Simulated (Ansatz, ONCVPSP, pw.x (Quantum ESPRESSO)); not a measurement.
# From atom to crystal: ONCV potential for tungsten (W)

* Element: tungsten
* Generator: ONCVPSP 4.0.1.1 (patched build)
* Type: optimised norm-conserving Vanderbilt (ONCV)
* Functional: PBEsol
* Relativity: scalar-relativistic
* Frozen core: [Kr] 4d10 4f14 5s2
* Valence charge: 12
* Reference configuration: 5p6 5d4 6s2
* Partial waves: 6s: rc 2.75 bohr, ncon 5, nbas 9, qcut 2.4 1/bohr, 2 projectors, debl 3.8 Ha; 5p: rc 1.55 bohr, ncon 3, nbas 7, qcut 8.1 1/bohr, 2 projectors, debl 2.8 Ha; 5d: rc 2.65 bohr, ncon 4, nbas 9, qcut 5 1/bohr, 1 projector
* Local potential: polynomial inside 1.35 bohr (lpopt 5, dvloc0 4 Ha)
* Core correction: Teter function, fcfact 2.75, rcfact 1.5

Atomic tests: cutoffs needed: 23 Ha and 28 Ha (the cutoffs (Ha) at which the residual kinetic energy of the hardest occupied pseudo-wave falls to 1 and 0.1 mHa per electron); ghost test: no bound ghost flagged; GHOST(+) flagged for s at 8.3 eV, d at 363.6 eV; configuration tests: 2 of 4 tests not solved or not reliable.

Crystal test: bcc W in pw.x 7.5, no spin, 15³ k-points, Fermi–Dirac smearing 0.01 Ry, cutoffs 65/260 Ry. The reference is all-electron LAPW (Ansatz 0.2.0) with the same functional, mesh and smearing; V0 and B0 come from Birch–Murnaghan fits to the pressures at five volumes. Errors are pseudo minus all-electron; Δ is the rms difference of the E(V) curves that follow from these fits, minima aligned, over ±6 % about the mean V0. Mesh and smearing are coarse, so the numbers serve the comparison and aren't converged zero-temperature values; the lattice is a test structure that the element need not adopt.

```csv
V (Å³/atom),P all-electron (GPa),P pseudo (GPa)
14.903,18.56,15.59
15.295,8.81,6.28
15.687,0.22,-1.97
16.079,-7.35,-9.23
16.471,-14.00,-15.62
```

All-electron: a0 = 3.155 Å (V0 = 15.70 Å³/atom), B0 = 321.1 GPa.

Pseudopotential: mean pressure error (GPa): -2.24; a0 (Å): 3.147; a0 error (%): -0.23; B0 error (%): -1.4; Δ (meV/atom): 7.7. The largest radius (2.75 bohr) exceeds half the bond length (2.58 bohr), so the spheres overlap, which is one possible source of error among others. The generator flags a localised state at positive energy (s at 8 eV). Atomic configuration tests: 2 of 4 tests not solved or not reliable.

Task: At the middle volume, how do free energy and pressure move when the wave cutoff is lowered (ecutrho kept at four times it)?

Result:

```tsv
cutoff (Ry)	shift of F (meV/atom)	shift of P (GPa)
29	+1787.9	-25.50
39	+557.1	-22.55
52	+39.8	-3.60
```

The run at the middle volume (120 k-points, 7 iterations) took about 35 s on one core of a shared host (Neoverse-N1, 64 threads, 124 GiB, load 59).
